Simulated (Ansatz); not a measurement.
Relative stability

Two relaxed structures of CH₅BSi, closed shell (PBE0-D4/def2-TZVP; forces vanish, vibrations not checked).

A:

```
8
angstrom
C -0.7423 1.1151 -0.5702
B 0.0574 -0.0757 -0.0726
Si 0.7930 -1.4059 1.0063
H -1.8019 1.0098 -0.3102
H -0.6495 1.3049 -1.6420
H -0.3843 2.0029 -0.0301
H 2.2603 -1.1965 1.1541
H 0.4673 -2.7546 0.4648
```

B:

```
atom    x (Å)    y (Å)    z (Å)
  C1  -0.7855   1.1203  -0.2623
  B2  -0.1483   0.0341   0.3029
 Si3   0.8275  -1.4882   1.1000
  H4  -1.8625   1.1665  -0.4007
  H5   0.4185  -1.7336   2.5071
  H6  -0.2460   1.9998  -0.6047
  H7   2.2658  -1.1049   1.0701
  H8   0.6398  -2.7362   0.3160
```

Computed with Ansatz 0.2.0 (basis: def2-TZVPP); correlated methods freeze the cores. B3LYP uses VWN-RPA correlation.

**Question.** Which structure is lower at CCSD(T), and by how much? (To be estimated.)

**Answer.** Computed: B, by 12.50 kcal/mol (electronic energy, against the other). By their contacts, A is CH₅BSi ([CH3][B][SiH2]) and B is CH₅BSi ([CH2][B][SiH3]).

All methods give the same order:

```
   method  E(B) − E(A) (kcal/mol)
   PBE-D4                   -9.37
r2SCAN-D4                  -11.47
  PBE0-D4                  -11.09
 B3LYP-D4                  -13.39
  wB97M-V                  -14.28
       HF                  -20.19
      MP2                  -14.18
     CCSD                  -13.88
  CCSD(T)                  -12.50
```

The T1 diagnostic stays at or below 0.019. The restricted Hartree–Fock reference is unstable towards an unrestricted one at one or more of these structures.

Labels in which every atom is bracketed show which atoms are joined, not bond orders.

For scale, one of the runs: CCSD(T)/def2-TZVPP, 174 basis functions, launched by `ansatz run in.yaml --threads 2 --pin off --events-out ev --progress --plain --max-ram 4352MiB`. Hardware: 2 CPU threads of an Intel Xeon Platinum 8223CL, shared host. Wall time 16 s; peak host memory 1.5 GiB.
